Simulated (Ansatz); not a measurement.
## Worked example: correlation energy of H2Si–AsH2⁺, singlet

Geometry: that of the H2Si–AsH2, doublet, kept fixed.

```yaml
atoms:
  - { symbol: Si, position_ang: [-0.1246, 0.0000, 1.6820] }
  - { symbol: As, position_ang: [0.0578, 0.0000, -0.6674] }
  - { symbol: H, position_ang: [0.5618, -1.2100, 2.2225] }
  - { symbol: H, position_ang: [0.5618, 1.2100, 2.2225] }
  - { symbol: H, position_ang: [-0.9728, -1.1040, -0.8506] }
  - { symbol: H, position_ang: [-0.9728, 1.1040, -0.8506] }
```

Basis cc-pVTZ; Ansatz 0.2.0. Correlated methods freeze the noble-gas cores and the filled d shells of p-block atoms, which leaves 12 electrons in 114 orbitals. R marks a restricted (for open shells ROHF) determinant. No spin–orbit coupling is included, and no scalar relativity.

Full CI isn't at hand for all of this; RCCSDT(Q) serves as the reference, and is uncertain by about the last step of the cluster series.

Runs differ by some tens of microhartree through their thresholds, so steps under 0.03 kcal/mol mean nothing.

```
    level  total energy (hartree)
      RHF            -2525.191548
     RMP2            -2525.438713
    RCCSD            -2525.480117
 RCCSD(T)            -2525.492350
   RCCSDT            -2525.493905
RCCSDT(Q)            -2525.494742
```

**Question.** What is the correlation energy at RCCSDT(Q), and what share of it do RMP2 and RCCSD(T) recover?

**Answer.** E(corr) = -2525.494742 − (-2525.191548) = -0.303194 hartree = -8.250 eV. RMP2: -0.247165 / -0.303194 = 81.52 %. RCCSD(T): -0.300802 / -0.303194 = 99.21 %.

**Question.** By how many kcal/mol does RCCSD(T) miss RCCSDT(Q) (1 hartree = 627.509 kcal/mol), and which steps make up the rest?

**Answer.** -2525.492350 − (-2525.494742) = 0.002392 hartree = 1.50 kcal/mol. Steps: RCCSDT − RCCSD(T) = -0.98, RCCSDT(Q) − RCCSDT = -0.53 kcal/mol. Differences between like states or geometries often cancel part of this.
